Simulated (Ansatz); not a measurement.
Basis-set extrapolation for `CCCC(CC)CC` (PBE0-D4/def2-TZVP geometry, frozen core, the Gaussian-basis code of Ansatz). Multiplicity 1, RHF reference.

```csv
,def2-TZVPP,def2-QZVPP
HF,-313.545650,-313.560518
MP2 correlation,-1.420915,-1.507928
CCSD(T) correlation,-1.570872,not run
```

Energies in hartree. Use E(X) = E(∞) + A·exp(−7.88·√X) for Hartree–Fock and E(X) = E(∞) + B·X^(−2.97) for correlation, with X = 3 and 4, and add CCSD(T) minus MP2 of the smaller set to the MP2 limit.

Problem. What is the CCSD(T) energy at the basis-set limit?

Solution. HF limit: -313.560518 + (-0.014868) × 0.13774 = -313.56257. MP2 limit: -1.507928 + (-0.087013) × 0.74074 = -1.57238. Higher-order term: -1.570872 − (-1.420915) = -0.14996. Total: -315.28491 hartree, 442.1 kJ/mol below CCSD(T)/def2-TZVPP.
